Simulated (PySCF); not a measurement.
# MgAl⁻: one state, many levels of theory

State: ³Σ⁻ (triplet), unpaired electrons π ↑↑. Set-up: PySCF, spin-free X2C with a Gaussian nucleus, basis sets Mg aug-cc-pVDZ-DK, Al aug-cc-pVDZ-DK. De refers to Mg + Al⁻ in their high-spin ground configurations, without counterpoise correction. The functionals are run spin-unrestricted. A positive dipole points towards Al; it is taken about the centre of mass and depends on that origin.

```csv
Level,Re (Å),ωe (cm⁻¹),De (eV),μ (D),"CPU s a point (SCF and correlation, without the integrals)"
ROHF,3.057,132,n/a,-2.14,0.15
ROHF-MP2,2.762,240,0.79,n/a,0.27
ROHF-SCS-MP2,2.790,223,n/a,n/a,n/a
ROHF-CCSD,2.823,214,0.67,n/a,n/a
ROHF-CCSD(T),2.789,234,0.81,n/a,8.8
PBE,2.753,243,1.03,-0.99,0.73
revPBE,2.772,239,0.95,-0.92,0.48
BP86,2.765,236,0.94,-1.08,0.48
r²SCAN,2.730,254,1.08,-1.03,1.2
PBE0,2.753,241,0.95,-1.19,1.3
M06-2X,2.795,223,0.90,-1.27,1.2
CAM-B3LYP,2.805,204,0.61,-1.53,1.3
```

Problem. Which functional lies closest to ROHF-CCSD(T) in De, which farthest, and by how much do they differ from it?

Solution. Closest is M06-2X (+0.6 pm in Re, -4.7 % in ωe, +0.09 eV in De against ROHF-CCSD(T) in the same basis), farthest r²SCAN (-5.9 pm in Re, +8.5 % in ωe, +0.27 eV in De). CCSD(T) converges more slowly with the basis than the functionals do and binds too weakly in this one, so the order can change at the basis-set limit.

Problem. What does a quarter of exact exchange do here, going from PBE to PBE0?

Solution. PBE0 less PBE: +0.0 pm in Re, -0.8 % in ωe, -0.08 eV in De. Exact exchange removes part of the self-interaction that spreads semilocal densities, and in most molecules shortens and stiffens the bond and lowers De; here ωe goes the other way.

Problem. What does the step from GGA to meta-GGA do here, going from PBE to r²SCAN?

Solution. r²SCAN less PBE: -2.3 pm in Re, +4.5 % in ωe, +0.05 eV in De. 

Correlated steps freeze 6 core orbitals. Correlated levels converge slowly with the basis: in double zeta they bind strong bonds too weakly, by up to about 1 eV, and carry superposition errors of some tenths. For an ion De counts to the pair picked by the measured ionisation energies or electron affinities, which need not be the lowest pair at this level. The highest Kohn–Sham level is positive in this anion. Much of that is self-interaction error, but it also means that the finite basis helps to hold the extra electron. UHF is strongly spin-contaminated for MgAl⁻, so the ROHF reference used there is far from stable. The state was picked by a PBE0 search and need not be the measured ground state.

The whole job (state search and all levels along the bond) took about 3.3 min on 1 thread of Arm Neoverse V1 (shared host), peak memory 0.71 GiB.
